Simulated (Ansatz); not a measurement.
The reference is Mo in the bcc (W type) structure (space group Im-3m, No. 229; a = 3.1608 Å).

Calculations: PBE (Ansatz, an electronic-structure program), no SOC, earlier PAW set.

The change: every Mo is replaced by Cr, then cell and atoms are relaxed.

Measured lattice parameter a: Mo 3.141 Å (static lattice; corrected from measurement; as listed in Daniel Mejia-Rodriguez, S. B. Trickey, Phys. Rev. B (2018)); Cr 2.877 Å (static lattice; corrected from measurement; as listed in H. Levämäki et al., Physical Review B (2014)).

Problem. How well does PBE reproduce the measured shift?

Solution. With PBE the lattice parameter a moves by -0.313 Å (3.161 → 2.848) against -0.264 Å measured.

Whether these cells are dynamically stable was not tested. Starting moments died away, wholly or in part, for Mo → Cr; another magnetic solution may exist. The final runs are not spin-polarised. Real Cr is antiferromagnetic at low temperature and ambient pressure, an order that this cell doesn't hold.
